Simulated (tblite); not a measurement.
Compound: C₄H₅NS.
SMILES with atom numbers: `[C-:1]#[N+:2]/[CH:3]=[CH:4]/[S:5][CH3:6]` (hydrogens: H7 on C3; H8 on C4; H9, H10, H11 on C6)

Cartesian coordinates in Å at the GFN2-xTB level; atoms count from 1:
```
atom  x, y, z in Å
C1     3.615    0.391    0.324
N2     2.455    0.284    0.228
C3     1.110    0.180    0.129
C4     0.540   -0.882   -0.447
S5    -1.152   -1.189   -0.663
C6    -1.940    0.271    0.075
H7     0.562    1.012    0.548
H8     1.143   -1.684   -0.848
H9    -1.633    1.164   -0.461
H10   -3.009    0.122   -0.038
H11   -1.686    0.334    1.129
```

Calculated harmonic vibrations of the isolated species, GFN2-xTB (tblite), most abundant isotopes, no scaling. Against measured fundamentals such values can be off by several per cent, at times by over 20. One conformer, not necessarily the lowest.

Task: How many normal modes are there?

Result: 11 atoms, non-linear: 3N − 6 = 27.

Task: What is the point group of the computed structure, and how do the modes divide by symmetry?

Result: Cs. The vibrations span 18 a′ + 9 a″.

Task: How many distinct wavenumbers does the calculation give?

Result: 27: Cs has no degenerate species.

Task: How many fundamentals are allowed in the infrared by symmetry?

Result: 27 of 27: in Cs every mode is allowed. All fundamentals are allowed in the Raman spectrum.

Task: What zero-point energy do the modes add up to?

Result: ½Σν̃ = 16994 cm⁻¹ = 48.6 kcal/mol (27 modes); those above 1550 cm⁻¹ give 27.3 kcal/mol of it.

Task: What thermal excitation has the softest real mode at 298.15 K?

Result: θ = hcν̃/k = 150 K for 104.1 cm⁻¹, so N1/N0 = 0.61 and ⟨v⟩ = 1/(exp(θ/T) − 1) = 1.5.
